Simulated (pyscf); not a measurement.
Optimised with ωB97X-D3(BJ)/def2-SVP in PySCF.

For the elementary gas-phase step `[NH]=[Si][NH2]` [doublet] + `[H][H]` → `[NH2][Si][NH2]` [singlet] + `[H]` [doublet] (doublet surface; H–H broken, H–N formed), what barrier and reaction energy does ωB97M-D3(BJ)/def2-TZVP give, measured from the separated reactants?

ΔE‡ = 0.53 eV, ΔE = -0.06 eV. Zero-point energy shifts the barrier by +0.01 eV. It is a hydrogen abstraction, with an imaginary mode of 1537i cm⁻¹. This is the saddle that the search found; another between the same sides may lie lower. The angle at the transferred H is 177°.
